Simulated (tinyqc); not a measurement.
Hueckel theory of the pi electrons, for the molecule c1[cH+]n1 (SMILES; centres numbered as the heavy atoms are written), step by step. One step of it, computed by the program tinyqc.

Task: Orbitals. Diagonalise; E = alpha + x beta with beta < 0, so the largest x are filled first; degenerate levels share their electrons. P = sum n_i c_ri c_si; each orbital has its largest coefficient positive (the first on a tie).

Hueckel matrix in units of beta (H = alpha + beta A), lower triangle:
```
          1C        2C        3N
1C  0.000000
2C  1.000000  0.000000
3N  1.000000  1.000000  0.500000
```

pi electrons, sum of z_r less the charge = 2

Give: x values; occupations; coefficients; charge and bond-order matrix P.

Result:

x values: 2.1861  -0.6861  -1.0000

occupations: 2.0000  0.0000  0.0000

coefficients:
```
       MO1      MO2      MO3
1C  0.5418  -0.4544   0.7071
2C  0.5418  -0.4544  -0.7071
3N  0.6426   0.7662   0.0000
```

charge and bond-order matrix P, lower triangle:
```
        1C      2C      3N
1C  0.5870
2C  0.5870  0.5870
3N  0.6963  0.6963  0.8259
```
